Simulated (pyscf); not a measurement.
This saddle point was located with ωB97X-D3(BJ)/def2-SVP in PySCF.

```xyz
8

O     -1.3769    -0.0020     0.0139
B      0.1208     0.2175     0.2740
Cl     0.4667     1.8276     1.0184
Cl     1.1106    -0.2331    -1.1694
H     -1.5411    -0.3581    -0.8708
O      0.0872    -0.8924     1.3354
H     -1.0526    -0.8010     0.8879
H      0.2410    -0.5450     2.2254
```
Charge 0, spin multiplicity 1.

Surface: singlet, charge 0. Lowest wavenumbers (cm⁻¹): 1341i, 233, 254, 315, 364.

Name the species on either side of this saddle.

water (H₂O) + HO–B(Cl)–Cl ⇌ HO–B(Cl)–Cl + water (H₂O), a four-centre exchange read from left to right: H–O, B–O broken and B–O, H–O formed. At CCSD(T)/def2-TZVPP + ΔMP2(QZVPP) it lies +0.67 eV from the left side and +0.67 eV from the right (each side as separated species at their lowest minima found). On the reactant side the descent ends in an adduct with a B–O contact, 0.16 eV under the separated species and 0.72 eV under the saddle at ωB97X-D3(BJ)/def2-TZVP. On the product side the descent ends in an adduct with a B–O contact, 0.16 eV under the separated species and 0.72 eV under the saddle at ωB97X-D3(BJ)/def2-TZVP. What is counted as formed (B–O) is already present as a longer contact in the reactant adduct; forming that adduct is a step of its own. What is counted as broken (B–O) persists as a longer contact in the product adduct; parting that adduct is a step of its own. At ωB97X-D3(BJ)/def2-TZVP the barrier from the zero used here is 0.56 eV. One saddle was located; it need not be the lowest between these sides. The CCSD(T) − MP2 part came from Ansatz, without density fitting, on the same reference.
